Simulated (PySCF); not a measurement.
This PySCF input asks for the NMR shieldings of `C=CPCOC`, C4H9OP; the geometry comes from GFN2-xTB.

```python
import basis_set_exchange as bse
import numpy as np
from pyscf import gto, dft
from pyscf.prop import nmr

atoms = """
C    -2.614444    0.206665    0.523063
C    -1.835523   -0.517839   -0.262412
P    -0.958359    0.109598   -1.723264
C     0.768154   -0.271473   -1.139377
O     0.937898    0.354162    0.103004
C     2.212677    0.157715    0.657507
H    -2.746960    1.265476    0.369075
H    -3.149572   -0.226372    1.353165
H    -1.729553   -1.586081   -0.107690
H    -0.909769    1.437746   -1.300067
H     1.492832    0.102194   -1.880603
H     0.899229   -1.363900   -1.066015
H     2.993551    0.581596    0.013469
H     2.215771    0.667590    1.618682
H     2.419655   -0.909086    0.808241
"""
names = dict.fromkeys(["C", "P", "O", "H"], "pcSseg-1")
basis = {el: gto.basis.parse(bse.get_basis(n, elements=[el], fmt="nwchem")) for el, n in names.items()}
mol = gto.M(atom=atoms, basis=basis, charge=0, verbose=0)
mf = dft.RKS(mol, xc="PBE0")
mf.grids.level = 2
mf.grids.alignment = dft.numint.BLKSIZE   # the property module wants whole blocks of grid points
mf.conv_tol = 1e-9
mf.kernel()

calc = nmr.RKS(mf)   # GIAO
C = mf.mo_coeff
Co = C[:, mf.mo_occ > 0]
resp = mf.gen_response(singlet=True, hermi=2)
def vind(x):   # induced exchange potential for any number of trial vectors
    d = np.einsum("pi,xij,qj->xpq", C, 2 * x.reshape(-1, C.shape[1], Co.shape[1]), Co, optimize=True)
    return np.einsum("xpq,pi,qj->xij", resp(d - d.transpose(0, 2, 1)), C, Co, optimize=True).ravel()
mo1, _ = nmr.rhf.solve_mo1(calc, with_cphf=vind)
sigma = calc.kernel(mo1)
for i, s in enumerate(sigma):   # ppm
    print("%2d %-2s %9.2f" % (i, mol.atom_pure_symbol(i), np.trace(s) / 3))
```

Problem. Give the expected output.

Solution. 
```
 0 C      56.00
 1 C      43.56
 2 P     364.84
 3 C     115.14
 4 O     299.60
 5 C     124.03
 6 H      25.80
 7 H      25.83
 8 H      25.51
 9 H      27.67
10 H      28.14
11 H      28.20
12 H      28.37
13 H      27.82
14 H      28.51
```

These numbers come from an equivalent density-fitted implementation of the same equations, which agrees with the script to about 0.01 ppm for H and up to a few tenths of a ppm for heavy atoms, so last digits may differ.

Size and cost of the density-fitted run: 154 basis functions, 36 s wall time on 1 thread of an Arm Neoverse N1, shared host; peak memory 0.73 GiB.
